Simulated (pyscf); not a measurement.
Thermochemistry of product channels of `[SiH3][GeH3]` + `[O]=[O]` [triplet] on the triplet surface, in kcal/mol, from CCSD(T)/def2-TZVPP + ΔMP2(QZVPP) energies (ideal gas, 1 atm, RRHO with modes under 100 cm⁻¹ raised to 100, one conformer, R ln 2 for chiral ones without a mode under 150 cm⁻¹). Optimised with ωB97X-D3(BJ)/def2-SVP in PySCF. MP2 and CC: frozen core, UHF for open shells. ΔMP2 is the change of the MP2 total energy from the triple- to the quadruple-zeta basis.

| products | ΔE | ΔH(298 K) | ΔG(600 K) | ΔG(1200 K) |
|---|---|---|---|---|
| `[O][SiH3]` [doublet] + `[O][GeH3]` [doublet] | -1.2 | -2.2 | -6.0 | ___ |
| `[SiH3][O][GeH3]` + `[O]` [triplet] | ___ | -23.5 | -21.4 | -20.0 |

What belongs in the gaps?


- `[O][SiH3]` [doublet] + `[O][GeH3]` [doublet], ΔG(1200 K): -9.5
- `[SiH3][O][GeH3]` + `[O]` [triplet], ΔE: -24.4

These are energies of the channels, which say nothing of barriers. •O–SiH₃ lies 24.9 kcal/mol over its isomer HO–SiH₂• (electronic energy, ωB97M-D3(BJ)/def2-TZVP). •O–GeH₃ lies 33.1 kcal/mol over its isomer HO–GeH₂• (electronic energy, ωB97M-D3(BJ)/def2-TZVP). The CCSD(T) − MP2 part came from Ansatz, without density fitting, on the same reference. The frozen core leaves the outer d or s,p core shells of the metals and heavy elements correlated in the MP2 and CC values, and def2-TZVPP describes them poorly, which can shift differences by a few kcal/mol. Left out: orbital degeneracy and the spin-orbit lowering of O. The orbital near-degeneracy of the XH₃O or XH₃S radical is left out. Elements up to Kr have no core potential and no relativistic terms here.
